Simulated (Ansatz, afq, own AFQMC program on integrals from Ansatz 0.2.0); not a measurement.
**CuCH3, singlet in def2-SVP, levels against CCSDT(Q)**

```tsv
atom	x (Å)	y (Å)	z (Å)
Cu	-0.4681	0.0036	0.0029
C	1.9078	-0.0147	-0.0117
H	2.2504	-1.0509	-0.0087
H	2.2678	0.5037	0.8786
H	2.2568	0.4949	-0.9114
```

Connectivity, by distances: Cu–CH3.

Basis def2-SVP. Noble-gas cores (and the filled d shells of Ga–Kr and In–Xe) are frozen. AFQMC by an in-house program on the Cholesky factors that Ansatz 0.2.0 writes for its CCSD(T) run. The CISD trial takes its coefficients from CCSD amplitudes. Released means that phaseless walkers are propagated on without the constraint, phases kept. ± is one standard error of the sampling. The metal's outer-core s and p shells are frozen, which shifts wave-function levels against functionals.

Determinant: RHF, the one that the program's search chose, which needn't be the lowest solution. The geometry is a point of a scan.

No full CI on the walks' own integrals is used here; CCSDT(Q) serves as the reference and is uncertain by about the last step of the cluster series.

Cautions: no relativity below Rb; outer-core shells of the metal frozen; higher spins were not checked; restricted determinant unstable towards unrestricted (UHF 68 meV lower, ⟨S²⟩ 0.38); the released energies get too noisy after the second time (errors over twice the walk's own, or jumping), so no released level is given (meV from the phaseless value at times in 1/Eh: -10 ± 9 at 0.24, -20 ± 7 at 0.51, -2 ± 13 at 0.99, -2 ± 16 at 1.50), though the last usable value meets CCSDT(Q) within the noise.

The T1 diagnostic is 0.0312, the weight of the determinant in the CISD state is 0.845 and the size of the correlated space is 18 electrons in 50 orbitals.

Reference: CCSDT(Q), correlation energy -12.546 eV.

| level | E − E(reference) (meV) | share of correlation (%) |
| --- | --- | --- |
| HF | 12546.2 | 0.00 |
| MP2 | 92.2 | 99.27 |
| CCSD | 470.3 | 96.25 |
| CCSD(T) | -31.9 | 100.25 |
| CCSDT | -37.4 | 100.30 |
| ph-AFQMC/CISD | 7.5 ± 3.8 | 99.94 |

A walk keeps the symmetry of its determinant, which the program's search chose and which needn't be the lowest solution, so a lower state of the same spin and another symmetry isn't excluded.
